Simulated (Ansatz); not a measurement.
**Strength of the C–H bond: C5H11 → C5H10 + H**

Species: C5H11 (2-methylbut-2-yl radical) `CC[C](C)C`, doublet; C5H10 (2-methyl-2-butene) `CC=C(C)C`, singlet; H atom, doublet. 

Shapes, held fixed at every level: PBE0-D4/def2-TZVP. Flexible molecules stand in one conformer, not always the lowest. Programs: Ansatz 0.2.0. The zero-point and thermal change to 298 K, harmonic and unscaled (PBE0-D4/def2-TZVP), is -20.7 kJ/mol.

```
               level                   kind  ΔH(298 K) (kJ/mol)  less CCSD(T)/CBS estimate
        MP2/def2-SVP    perturbation theory              +126.2                      -17.2
      MP2/def2-TZVPP    perturbation theory              +123.7                      -19.7
   PBE-D4/def2-TZVPP                    GGA              +143.6                       +0.2
  PBE0-D4/def2-TZVPP          global hybrid              +154.4                      +11.0
  CCSD(T)/def2-TZVPP  coupled cluster or CI              +142.5                       -0.9
     CCSD/def2-TZVPP  coupled cluster or CI              +150.3                       +6.9
CCSD(T)/CBS estimate  coupled cluster or CI              +143.4                        0.0
```

The highest level, CCSD(T)/CBS estimate, gives ΔH(298 K) = +143.4 kJ/mol; the levels span +123.7 to +154.4. A fragment pairs its electrons up again, so this isn't a typical strength of such a bond. The column of differences is taken from that level and isn't an error. No measured value is set beside it here. Open shells run unrestricted. The CBS estimate extrapolates MP2 from def2-TZVPP and def2-QZVPP and adds CCSD(T) − MP2 in the triple-zeta set, cores frozen.
